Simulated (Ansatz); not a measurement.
A made-up structure of CH5SSi (charge +1), closed shell:

Si1  (0.133, 0.300, 0.339)
C2  (-0.827, 0.953, -0.935)
S3  (0.540, -1.365, 0.300)
H4  (-1.152, 0.322, -1.722)
H5  (-1.087, 1.980, -0.924)
H6  (0.612, 1.068, 1.433)
H7  (1.878, -1.402, 0.529)
H8  (0.243, -1.826, 1.542)
(Å)

It is relaxed with PBE-D4/def2-SVP and then PBE0-D4/def2-TZVP (Ansatz 0.2.0). Atoms count as bonded within 1.22 times the sum of their covalent radii (H–H: 0.88 Å). The end point is not checked to be a true minimum.

(1) Does its bonding change? (Judge from chemistry; the calculation decides.)

## Answers

(1) Computed: No: no bond forms or breaks.

Where it ends: The first stage lowers the energy by 3.58 eV in 8 steps. It ends as CH₅SSi ([CH2][SiH][SH2]), total charge +1:
Si1  (0.089, 0.599, 0.394)
C2  (-0.850, 1.010, -0.948)
S3  (0.582, -1.580, 0.278)
H4  (-1.130, 0.284, -1.703)
H5  (-1.207, 2.024, -1.100)
H6  (0.665, 1.232, 1.587)
H7  (1.914, -1.557, 0.517)
H8  (0.276, -1.981, 1.535)
(Å)

Labels in which every atom is bracketed show which atoms are joined, not bond orders.

For scale, one of the runs: PBE0-D4/def2-TZVP relaxation, 135 basis functions, launched by `ansatz run in.yaml --threads 2 --pin off --events-out ev --progress --plain --max-ram 4352MiB`. Hardware: 2 CPU threads of an Arm Neoverse V1, shared host. Wall time about 18 s.
